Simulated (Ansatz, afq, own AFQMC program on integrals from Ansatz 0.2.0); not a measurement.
# BNH₄, singlet in 6-31G, levels against CCSDT(Q)

```xyz
6

B     0.0000    0.0000    1.0699
N     0.0000    0.0000   -0.8601
H     0.0000    1.0469    1.6503
H     0.0000   -1.0469    1.6503
H     0.0000    0.8414   -1.4114
H     0.0000   -0.8414   -1.4114
```

Connectivity, by distances: BH2–NH2.

Basis 6-31G. Only valence electrons are correlated. Integrals, coupled cluster, full CI and functionals: Ansatz 0.2.0; the random walks run on the same integrals in our own AFQMC program. The CISD trial takes its coefficients from CCSD amplitudes. Released means that phaseless walkers are propagated on without the constraint, phases kept. Uncertainties: one standard error, sampling alone.

Determinant: RHF, the one that the program's search chose, which needn't be the lowest solution. The geometry is a point of a scan.

No full CI on the walks' own integrals is used here; CCSDT(Q) serves as the reference and is uncertain by about the last step of the cluster series.

Cautions: higher spins were not checked; strong correlation (T1 0.035, weight of the determinant 0.88, largest double 0.06).

* T1 diagnostic: 0.0352
* weight of the determinant in the CISD state: 0.882
* size of the correlated space: 12 electrons in 24 orbitals

Reference: CCSDT(Q), correlation energy -5.606 eV. The released energy is read at 2.40 1/Eh (meV from the phaseless value at times in 1/Eh: 17 ± 22 at 0.24, 0 ± 17 at 0.51, 9 ± 15 at 0.99, 27 ± 19 at 1.62, -4 ± 22 at 2.40).

```tsv
level	E − E(reference) (mEh)	share of correlation (%)
HF	206.01	0.00
MP2	31.82	84.55
CCSD	7.74	96.25
CCSD(T)	1.81	99.12
CCSDT	0.81	99.61
ph-AFQMC/CISD	-0.60 ± 0.84	100.29
released AFQMC	-0.76 ± 0.81	100.37
```

A walk keeps the symmetry of its determinant, which the program's search chose and which needn't be the lowest solution, so a lower state of the same spin and another symmetry isn't excluded. Released energies are given only where the last usable release times agree within the noise; a slower fall can still hide under it.
